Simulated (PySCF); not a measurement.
Values are calculated unless marked as measured or tabulated.
CF3

The system: CF3, a small molecule (built as: C site whose three back bonds go to F, F, F); neutral, doublet. The structure was relaxed in the gas phase by PBE0-D3(BJ)/def2-SVP. No frequency run checks that it is a minimum.

SMILES: F[C](F)F

| atom | x (Å) | y (Å) | z (Å) |
| --- | --- | --- | --- |
| C1 | 0.015 | 0.021 | 0.290 |
| F2 | -1.239 | 0.113 | -0.080 |
| F3 | 0.737 | 0.990 | -0.216 |
| F4 | 0.515 | -1.154 | -0.004 |

EPR values by unrestricted B3LYP, IGLO-III on C F.

(1) Predict g and the largest hyperfine couplings. Where does the spin sit?

(2) How do the isotropic couplings move with BHandHLYP?

## Answers

(1) g = 2.0017, 2.0040, 2.0040. The spin sits on C1 (89 %, bonded to 3 F) by Mulliken populations.
```tsv
atom	isotope	isotropic (MHz)	dipolar, principal values (MHz)
C1	13C	727.8	-68.1, -68.1, 136.3
F3	19F	396.4	-201.4, -193.1, 394.5
F2	19F	396.3	-201.4, -193.1, 394.4
F4	19F	396.3	-201.3, -193.0, 394.4
```

(2) C1 727.8 to 764.8 MHz, F3 396.4 to 409.4 MHz, F2 396.3 to 409.3 MHz, F4 396.3 to 409.3 MHz.
